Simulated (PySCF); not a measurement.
## Nitrogen: a sound run and one with changed settings

Sound run: N [He] 2s2 2p3, N⁺ [He] 2s2 2p2. Computed with PySCF 2.14 in aug-cc-pVDZ-DK, with scalar relativity by spin-free X2C-1e. The sound run starts from symmetry-adapted Hartree-Fock orbitals and uses a fine grid where one is needed.

A second run was set up differently.

```csv
species,method,sound run (hartree),changed run (hartree),converged
N,UHF,-54.42233,-54.41836,no
N,LDA,-54.14947,-54.14607,no
N,BP86,-54.61294,-54.60975,no
N⁺,UHF,-53.91069,-53.90512,no
N⁺,LDA,-53.59778,-53.59190,no
N⁺,BP86,-54.06967,-54.06449,no
```

**Question.** What was changed?
A. too few SCF iterations
B. radial grid too coarse
C. minimal basis
D. level shift left on

**Answer.** A. It used initial guess atom, at most 2 SCF cycles. The SCF was stopped early; the energies are upper bounds that still move, and correlated levels were skipped or rest on poor orbitals.
